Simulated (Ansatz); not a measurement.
A made-up structure of H₂S₂O, closed shell:

```
atom    x (Å)    y (Å)    z (Å)
  O1  -0.5525   0.4600  -0.7709
  S2  -1.2913  -0.7716   0.0443
  S3   0.7440   1.3003   0.5254
  H4  -0.5304  -1.8903  -0.0943
  H5   1.8517   0.5761   0.2552
```

It is relaxed with PBE-D4/def2-SVP and then PBE0-D4/def2-TZVP (Ansatz 0.2.0). Atoms count as bonded within 1.22 times the sum of their covalent radii (H–H: 0.88 Å). The end point is not checked to be a true minimum.

(1) Does its bonding change? (A judgement: the text doesn't fix the answer.)

Results:

(1) The calculation gives: No: no bond forms or breaks.

Where it ends: The first stage lowers the energy by 0.51 eV in 7 steps. It ends as H₂S₂O ([SH][O][SH]):
```xyz
5
angstrom
O -0.4114 0.4759 -0.6034
S -1.3156 -0.7646 0.0500
S 0.6578 1.2773 0.3955
H -0.4140 -1.7534 -0.1263
H 1.7047 0.4392 0.2438
```

Labels in which every atom is bracketed show which atoms are joined, not bond orders.

For scale, one of the runs: PBE0-D4/def2-TZVP relaxation, 117 basis functions, launched by `ansatz run in.yaml --threads 2 --pin off --events-out ev --progress --plain --max-ram 4352MiB`. The run took about 58 s on 2 CPU threads of an Intel Xeon (shared host).
